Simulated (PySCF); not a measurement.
# What an electron can do to SiC

PBE0 in PySCF with def2-TZVPPD on every atom, for the lowest determinant that a PBE0 search found; no spin–orbit coupling.

| species | state (unpaired electrons) | Re (Å) | ωe (cm⁻¹) | energy of the minimum from the neutral (eV) | De (eV) | dissociates to |
| --- | --- | --- | --- | --- | --- | --- |
| SiC | triplet (σ ↑, π ↑) | 1.710 | 996 | 0.00 | 4.42 | Si + C |
| SiC⁺ | quartet (σ ↑, π ↑↑) | 1.816 | 841 | 8.81 | 3.83 | Si⁺ + C |

Q: Work out the lowest energy to break SiC into atoms, from its vibrational ground state.

A: D0 = De − ωe/2 = 4.42 − 0.06 = 4.36 eV (PBE0/def2-TZVPPD).

Q: Work out the ionisation energy of the Si atom at this level and the threshold of dissociative ionisation.

A: IE(Si) = 8.81 + 3.83 − 4.42 = 8.22 eV, so Si⁺ + C + e⁻ appears at D0 + IE(Si) = 12.58 eV (PBE0/def2-TZVPPD). The measured IE(Si) is 8.152 eV (NIST ASD).

These are thermodynamic thresholds; the onsets seen under electron impact lie higher where the geometry changes, and cross-sections peak well above them.

For an ion De counts to the pair picked by the measured ionisation energies or electron affinities, which need not be the lowest pair at this level. States were picked by a PBE0 search and need not be the measured ground states.
